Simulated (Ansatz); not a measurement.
Energy profile

The step: CH₅B ([BH2][CH3]) + H₂S → BH₃S ([BH2][SH]) + CH₄; bonds formed: C2–H5; dative contacts that become bonds: B1–S6; bonds broken: B1–C2, H5–S6 (atoms numbered as in the saddle structure below).

B1  (-0.796, 0.020, -0.203)
C2  (0.865, 0.212, -0.660)
H3  (-1.172, -1.050, -0.573)
H4  (-1.380, 1.020, -0.502)
H5  (0.259, 0.203, 0.668)
S6  (-0.856, 0.058, 1.833)
H7  (0.657, 0.253, -1.732)
H8  (1.383, 1.139, -0.400)
H9  (1.520, -0.641, -0.476)
H10  (-0.481, -1.214, 2.044)
(Å)

Electronic energies by CCSD(T) at an estimated basis limit (MP2 extrapolated from triple and quadruple zeta, plus CCSD(T) − MP2 in triple zeta), on PBE0-D4/def2-TZVP structures; CH7BS, singlet; no counterpoise correction. Program: Ansatz 0.2.0. Basis: def2-TZVPP and def2-QZVPP. Cores are frozen in the correlated methods. Extrapolation: Hartree–Fock as exp(−7.88 √X), correlation as X^−2.97.

Give the profile in kcal/mol, counted from the separated reactants. (An estimate is asked for; the value comes from the calculation.)

The calculation gives:
```tsv
point	kcal/mol
separated: CH5B (linked as [BH2][CH3]; B1, C2, H3, H4, H7, H8, H9; singlet) + H2S (H5, S6, H10; singlet)	0.00
start structure	-9.17
saddle	15.40
end structure	-25.22
separated: BH3S (linked as [BH2][SH]; B1, H3, H4, S6, H10; singlet) + CH4 (C2, H5, H7, H8, H9; singlet)	-24.29
```

The T1 diagnostic stays at or below 0.015.

For scale, one of the runs: CCSD(T)/def2-TZVPP, 202 basis functions (an equivalent command: `ansatz run in.yaml --threads 2`). The run took 33 s on 2 CPU threads (shared host), with 2.7 GiB of host memory at its peak.
